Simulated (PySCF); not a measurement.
# Two-dimensional NMR puzzle

Compound of formula C₃H₆O. Correlations simulated from computed shifts and couplings:

HSQC (one-bond C–H):
```
  δH    δC  $^{1}J$(C,H) (Hz)
3.30  51.5                190
0.48   9.5                169
0.10   9.5                164
```

COSY cross peaks (|J| ≥ 2 Hz):
```
  δH    δH  abs. J (Hz)  bonds
3.30  0.48          8.0      3
3.30  0.10          3.8      3
0.48  0.10          7.5      3
```

HMBC (two and three bonds, |J| ≥ 2.5 Hz):
```
  δH  δC [abs. J in Hz]
0.48          9.5 [2.8]
0.10         51.5 [3.9]
```

In vacuum, rapidly exchanging positions averaged, relativity neglected, one conformer. Shieldings: GIAO B97-2/pcSseg-2; PBE0-D3(BJ)/def2-TZVP structure; spin–spin couplings from B3LYP/pcJ-2; PySCF 2.14.

References, each an isolated molecule treated in the same way: TMS for $^{1}$H (31.64 ppm), $^{13}$C (185.38 ppm).

Exchangeable hydrogens are left out of these lists, and C,H couplings along chains are those of one rotamer, so weak HMBC peaks may be missing or extra.

Which molecule is this?

Results:

Cyclopropanol.

Atoms are numbered as in `[OH:1][CH:2]1[CH2:3][CH2:4]1` (H(Xn): hydrogen on atom n). Ha(C3), Ha(C4) are cis to O1 on the ring; Hb(C3), Hb(C4) are trans to O1 on the ring.

δC 51.5 is C2, a three-membered-ring carbon (δH 3.30). δC 9.5 is C3/C4, a three-membered-ring carbon (δH 0.10, 0.48). COSY links 3.30–0.48, 3.30–0.10, 0.48–0.10.

OH and NH positions are those of a molecule without intermolecular hydrogen bonds; in solution they move with solvent, concentration and temperature, and exchange usually removes their couplings. Shifts are as computed. Against solution values, carbons near 30 ppm lie about +3 ppm off and those near 130 ppm about +7 ppm. Of 1211 compounds with measured shifts, 218 miss one by over three times the rms of a fit or turn the order of signals round; such compounds aren't used in these exercises.
